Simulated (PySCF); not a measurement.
Computed with PySCF and rigid-rotor harmonic-oscillator thermochemistry at 1 bar. 'Table' is the NASA 1993 thermochemical table (part measured, part estimated). S°(298 K) at PBE0/def2-TZVP differs from the NASA 1993 table for Al2O2 (-11 J/mol/K); whether the harmonic model or the table's entry is off was not settled. All species are closed-shell singlets. The harmonic model lacks anharmonicity and excited electronic states, which grow with temperature; levels with a mode under 35 cm⁻¹ are left out. Strong static correlation: Al2O2. The table's entry may be an old estimate for Al2O2 (not checked at source).

Harmonic frequencies at PBE0/def2-TZVP (cm⁻¹): 301, 522, 566, 640, 779, 806. Point group D2h; S°(298 K) = 270.1 J/mol/K at this level.

Task: Work out Cp and S° of gaseous Al2O2 at 500, 800, 1200, 1600, 2000 K from these, and set them beside the table.

Result: 
```csv
T (K),Cp PBE0/def2-TZVP,Cp table,S° PBE0/def2-TZVP,S° table
500,72.0,76.3,304.3,318.3
800,78.3,80.2,339.7,355.2
1200,80.9,81.8,372.1,388.1
1600,81.9,82.4,395.5,411.7
2000,82.3,82.7,413.8,430.2
```
Units J/mol/K.
